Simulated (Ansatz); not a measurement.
Reaction (SMILES): [OH] (OH) → [OH-] (an electron is taken up)
B3LYP-D3(BJ)/def2-TZVP geometries, fixed; electronic energies without zero-point terms; positive where energy is released.

Basis-set convergence of the adiabatic electron affinity at PBE with Ansatz (a quantum-chemistry and plane-wave program). Cartesian d functions, on some or all atoms, in 6-31G*, 6-31+G*; all else is spherical. Open shells are unrestricted. No added dispersion term, no relativity. Functions are those of the species that has most. Reference: the value in aug-cc-pV5Z, 1.981 eV, itself unsure by roughly 0.014 eV (its mean distance from aug-pcseg-3, aug-cc-pVQZ, def2-QZVPPD). Deviations are taken from unrounded values.

| basis | functions | adiabatic electron affinity (eV) |
|---|---|---|
| 6-31G* | 17 | -0.113 |
| 6-31+G* | 21 | 1.803 |
| cc-pVDZ | 19 | -0.325 |
| aug-cc-pVDZ | 32 | 1.957 |
| def2-SVP | 19 | -0.183 |
| def2-SVPD | 31 | 2.005 |
| pcseg-1 | 19 | 0.367 |
| aug-pcseg-1 | 32 | 2.012 |
| 6-311G** | 24 | 0.222 |
| 6-311+G** | 28 | 1.855 |
| def2-TZVP | 37 | 1.181 |
| def2-TZVPD | 49 | 1.969 |
| cc-pVTZ | 44 | 0.711 |
| aug-cc-pVTZ | 69 | 1.953 |
| pcseg-2 | 44 | 1.461 |
| aug-pcseg-2 | 69 | 2.000 |
| def2-TZVPP | 45 | 1.189 |
| def2-TZVPPD | 57 | 1.974 |
| cc-pVQZ | 85 | 1.173 |
| aug-cc-pVQZ | 126 | 1.966 |
| def2-QZVPP | 87 | 1.576 |
| def2-QZVPPD | 99 | 1.984 |
| pcseg-3 | 93 | 1.840 |
| aug-pcseg-3 | 134 | 2.004 |
| cc-pV5Z | 146 | 1.600 |
| aug-cc-pV5Z | 207 | 1.981 |

What the diffuse functions change, pair by pair:
- 6-31G* to 6-31+G*: 4 more functions, deviation -2.094 to -0.178 eV
- cc-pVDZ to aug-cc-pVDZ: 13 more functions, deviation -2.305 to -0.023 eV
- def2-SVP to def2-SVPD: 12 more functions, deviation -2.164 to 0.024 eV
- pcseg-1 to aug-pcseg-1: 13 more functions, deviation -1.614 to 0.032 eV
- 6-311G** to 6-311+G**: 4 more functions, deviation -1.758 to -0.126 eV
- def2-TZVP to def2-TZVPD: 12 more functions, deviation -0.800 to -0.011 eV
- cc-pVTZ to aug-cc-pVTZ: 25 more functions, deviation -1.269 to -0.028 eV
- pcseg-2 to aug-pcseg-2: 25 more functions, deviation -0.519 to 0.019 eV
- def2-TZVPP to def2-TZVPPD: 12 more functions, deviation -0.791 to -0.007 eV
- cc-pVQZ to aug-cc-pVQZ: 41 more functions, deviation -0.808 to -0.015 eV
- def2-QZVPP to def2-QZVPPD: 12 more functions, deviation -0.404 to 0.003 eV
- pcseg-3 to aug-pcseg-3: 41 more functions, deviation -0.140 to 0.023 eV
- cc-pV5Z to aug-cc-pV5Z: 61 more functions, deviation -0.381 to 0.000 eV

Leaving out the reference's own pair, they bring the value nearer the reference by more than 0.014 eV in 12 of 12 pairs.
